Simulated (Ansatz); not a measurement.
Basis-set extrapolation for `C=C1COC1=N` (PBE0-D4/def2-TZVP geometry, frozen core, Ansatz 0.2.0). Multiplicity 1, RHF reference.

```json
{"": "HF", "def2-TZVPP": "-283.738356", "def2-QZVPP": "-283.750807"}
{"": "MP2 correlation", "def2-TZVPP": "-1.062157", "def2-QZVPP": "-1.135064"}
{"": "CCSD(T) correlation", "def2-TZVPP": "-1.139950", "def2-QZVPP": "not run"}
```

Energies in hartree. Use E(X) = E(∞) + A·exp(−7.88·√X) for Hartree–Fock and E(X) = E(∞) + B·X^(−2.97) for correlation, with X = 3 and 4, and add CCSD(T) minus MP2 of the smaller set to the MP2 limit.

Question: What is the CCSD(T) energy at the basis-set limit?

Answer: HF limit: -283.750807 + (-0.012451) × 0.13774 = -283.75252. MP2 limit: -1.135064 + (-0.072907) × 0.74074 = -1.18907. Higher-order term: -1.139950 − (-1.062157) = -0.07779. Total: -285.01938 hartree, 3.84 eV below CCSD(T)/def2-TZVPP.
